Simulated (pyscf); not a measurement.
Single points on ωB97X-D3(BJ)/def2-SVP structures (PySCF, gas phase). MP2 and CC: frozen core, UHF for open shells. ΔMP2 is the change of the MP2 total energy from the triple- to the quadruple-zeta basis.

### Question
How much does it cost (ΔH, 298 K, CCSD(T)/def2-TZVPP + ΔMP2(QZVPP)) to split HO–GeH₂–Cl at its Cl–Ge bond into HO–GeH₂• + Cl•?

### Answer
Cl–Ge to HO–GeH₂• + Cl•: 422.6 kJ/mol. Other isomers of HO–GeH₂• were not searched in full and may lie lower. The CCSD(T) − MP2 part came from Ansatz, without density fitting, on the same reference. The frozen core leaves the outer d or s,p core shells of the metals and heavy elements correlated in the MP2 and CC values, and def2-TZVPP describes them poorly, which can shift differences by a few kcal/mol. Left out: the spin-orbit lowering of Cl. Elements up to Kr have no core potential and no relativistic terms here.
